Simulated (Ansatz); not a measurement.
I need a rigid scan of one bond angle of CH2F2O, SMILES OC(F)F. Use Ansatz 0.2.0 through its Python package. Level of theory (for the species named): CAM-B3LYP, cc-pVDZ basis, multiplicity 1.

```xyz
6

O     0.1224    0.9784   -0.4355
C     0.0511   -0.1379    0.3407
F     0.8451   -1.0244   -0.2642
F    -1.1218   -0.6264    0.2668
H    -0.2048    0.6763   -1.3292
H     0.3500    0.0699    1.3752
```

`bend_ch2f2o.py`
```python
"""Energy of CH2F2O against one bond angle."""

import ansatz as az
from ase import Atoms


def main() -> None:
    atoms = Atoms(["O", "C", "F", "F", "H", "H"], positions=[
        (0.1224, 0.9784, -0.4355),
        (0.0511, -0.1379, 0.3407),
        (0.8451, -1.0244, -0.2642),
        (-1.1218, -0.6264, 0.2668),
        (-0.2048, 0.6763, -1.3292),
        (0.35, 0.0699, 1.3752),
    ])

    # relax first, so that the scan starts from a minimum
    first = az.Crystal.molecule_from_ase(atoms).calculation()
    first = first.basis(gaussian="cc-pVDZ")
    first = first.functional("cam_b3lyp")
    first = first.relax(force_tolerance=0.02, max_steps=80)
    atoms.positions = first.run(threads=1).report["positions_ang"]

    rows = []
    for angle in [85, 95, 105, 115, 125, 140, 160]:
        bent = atoms.copy()
        bent.set_angle(1, 0, 4, angle, indices=[4])
        calc = az.Crystal.molecule_from_ase(bent).calculation().basis(gaussian="cc-pVDZ").functional("cam_b3lyp")
        rows.append((angle, calc.run(threads=1).report["free_energy_ev"]))
    floor = min(e for _, e in rows)
    for angle, e in rows:
        print(f"angle C1-O0-H4 = {angle:3d} deg   {1000 * (e - floor):9.1f} meV")


if __name__ == "__main__":
    main()
```

```console
$ python bend_ch2f2o.py
angle C1-O0-H4 =  85 deg       468.8 meV
angle C1-O0-H4 =  95 deg       130.8 meV
angle C1-O0-H4 = 105 deg         0.0 meV
angle C1-O0-H4 = 115 deg        31.0 meV
angle C1-O0-H4 = 125 deg       183.7 meV
angle C1-O0-H4 = 140 deg       554.4 meV
angle C1-O0-H4 = 160 deg      1086.1 meV
```

The scan is rigid, and the energies are electronic, in a modest basis. The zero is the lowest point of the grid, which needn't be the minimum. Finished in 38 s on 1 thread of Arm Neoverse N1, with other jobs on the host, peak memory 0.21 GiB.
